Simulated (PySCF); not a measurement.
sulfur trioxide: calculation against experiment

**The experiment to reproduce.**

From NIST CCCBDB Release 22 (SRD 101), experimental polarizabilities, for the gas: mean polarisability 4.297 Å³.

How close the calculation comes is told at the end.

Compound: sulfur trioxide, SO3.
SMILES with atom numbers: `[O:1]=[S:2](=[O:3])=[O:4]`

Structure used (PBE0-D3(BJ)/def2-TZVP), in Å, numbered top down from 1:
```xyz
4
SO3 angstrom
O     -0.969    1.021   -0.057
S      0.009   -0.006   -0.008
O      1.388    0.328    0.029
O     -0.391   -1.368    0.003
```

Runs made with PySCF (gas phase, on this PBE0-D3(BJ)/def2-TZVP geometry; no spin–orbit coupling):

| level | job | basis functions | wall time |
| --- | --- | --- | --- |
| CAM-B3LYP/aug-cc-pVTZ | 10 singlets by full TDDFT, 4 Tamm–Dancoff triplets, polarisability | 188 | 12 s |
| PBE0/aug-cc-pVTZ | 10 singlets by full TDDFT, 4 Tamm–Dancoff triplets, polarisability, dynamic polarisability | 188 | 13 s |
| wB97X-D/aug-cc-pVTZ | 10 singlets by full TDDFT, 4 Tamm–Dancoff triplets, polarisability, ΔSCF ions | 188 | 33 s |

Hardware: one thread, Arm Neoverse V1 (aarch64), shared host.

## Comparison

**Mean polarisability.** Measured: 4.297 Å³ (NIST CCCBDB Release 22 (SRD 101), experimental polarizabilities).

```tsv
level	computed (Å³)	computed − measured (Å³)	% (from the printed values)
CAM-B3LYP/aug-cc-pVTZ	4.152	-0.145	-3
PBE0/aug-cc-pVTZ	4.137	-0.160	-4
wB97X-D/aug-cc-pVTZ	4.164	-0.133	-3
```

Closest is wB97X-D/aug-cc-pVTZ (-0.133 Å³), furthest PBE0/aug-cc-pVTZ (-0.160 Å³); one molecule doesn't rank methods. All 3 levels lie below the measurement. The computed values are static and purely electronic, with core orbitals frozen in the response (1 au = 0.148185 Å³). The table of measured values doesn't say here whether a value is static or optical, or holds a vibrational part.

No measured geometry was used, and the causes of the misses weren't examined.
